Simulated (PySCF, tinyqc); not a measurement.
RHF in the sto-3g basis, for LiH, spin multiplicity 1, step by step. The lowest restricted solution is unstable here: a spin-polarised one lies 0.0795 hartree lower (PySCF). One step of it, computed by the program tinyqc.

Task: Iteration 2: DIIS coefficients. Solve [B -1; -1 0][c; lambda] = [0; -1] for the coefficients, which sum to one.

B (overlaps of the stored error matrices):
```
               1              2
1  8.5401297e-03  6.9495320e-03
2  6.9495320e-03  2.6775988e-02
```

Give: DIIS coefficients.

Result:

DIIS coefficients: 0.926  0.074
